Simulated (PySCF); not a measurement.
## LiAl at PBE

Computed with PBE; Li 3-21G, Al 3-21G; no relativity (PySCF 2.14).

| Property | Result |
| --- | --- |
| state | ¹Σ⁺ (singlet), closed shell |
| bond length | 2.933 Å |
| harmonic wavenumber | 294 cm⁻¹ |
| force constant | 0.283 mdyn/Å |
| rotational constant Be | 0.3519 cm⁻¹ |
| anharmonicity ωexe | 1.83 cm⁻¹ |
| vibration–rotation constant αe | 0.00363 cm⁻¹ |
| well depth De to Li + Al | 1.02 eV |
| dissociation energy D0 | 1.00 eV |
| HOMO–LUMO gap | 0.52 eV |
| bond order (Mayer) | 0.94 |
| dipole moment (positive dipole means Li(−)Al(+)) | -2.22 D |

Closed-shell solutions of metal pairs were not tested for spin polarisation, which can lower them a little. 3-21G is very small, so such numbers show the basis as much as the molecule.
